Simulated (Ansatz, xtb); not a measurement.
## A geometry optimisation of C5H10F+ with r2SCAN-D4/def2-SVP

The starting geometry of this gas-phase singlet was built from a drawn formula by distance geometry and a force field; its bonds are those of `CC(C)(C)[CH+]F`.

```xyz
16

C    -0.5284   -0.3438    2.5088
C     0.1256    0.5263    1.4630
C     1.0504    1.5169    2.2082
C    -0.9209    1.2807    0.7140
C     0.8760   -0.3178    0.5636
F     2.2357   -0.4566    0.6072
H     0.1943   -0.9651    3.0962
H    -1.1825    0.2274    3.2576
H    -1.2254   -1.0870    2.0418
H     1.5786    2.2103    1.4582
H     1.8068    1.0007    2.7798
H     0.4448    2.1732    2.8891
H    -1.6320    0.6409    0.1921
H    -0.5055    1.9716   -0.0738
H    -1.4993    1.9695    1.3565
H     0.5179   -1.0478   -0.1536
```

Question: Where would you expect an optimisation with r2SCAN-D4/def2-SVP to take it?

Answer: It rearranges to `C[C+](C)[C@H](C)F`. Contacts that open: C1–C2 (1.51 → 2.48 Å). Contacts that close: C1–C5 (2.40 → 1.54 Å).

The energy falls by 1.43 eV over 35 steps:

| step | E − E(last) (eV) |
| --- | --- |
| 1 | 1.428 |
| 5 | 0.637 |
| 9 | 0.545 |
| 12 | 0.525 |
| 16 | 0.201 |
| 20 | 0.096 |
| 24 | 0.017 |
| 27 | 0.004 |
| 31 | 0.001 |
| 35 | 0.000 |

Final geometry (Å):

```yaml
atoms:
  - { symbol: C, position_ang: [-0.4083, -1.1528, 2.2328] }
  - { symbol: C, position_ang: [0.2291, 1.0674, 1.3178] }
  - { symbol: C, position_ang: [1.1557, 2.0197, 1.8944] }
  - { symbol: C, position_ang: [-1.0306, 1.4844, 0.7172] }
  - { symbol: C, position_ang: [0.5856, -0.3605, 1.3612] }
  - { symbol: F, position_ang: [1.8527, -0.5287, 1.8406] }
  - { symbol: H, position_ang: [-0.0465, -2.1902, 2.2528] }
  - { symbol: H, position_ang: [-0.4135, -0.7572, 3.2583] }
  - { symbol: H, position_ang: [-1.4243, -1.1360, 1.8174] }
  - { symbol: H, position_ang: [2.0960, 1.9376, 1.3026] }
  - { symbol: H, position_ang: [1.5038, 1.6538, 2.8808] }
  - { symbol: H, position_ang: [0.8031, 3.0572, 1.9201] }
  - { symbol: H, position_ang: [-1.5773, 0.6953, 0.1863] }
  - { symbol: H, position_ang: [-0.8648, 2.3667, 0.0710] }
  - { symbol: H, position_ang: [-1.6628, 1.8887, 1.5378] }
  - { symbol: H, position_ang: [0.5385, -0.7460, 0.3175] }
```

From the same start GFN2-xTB reaches the same bonding as this run.

The end wasn't checked by frequencies. Run with Ansatz 0.2.0, 120 s on 2 threads of Intel(R) Xeon(R) Processor @ 2.70GHz, on a shared host.
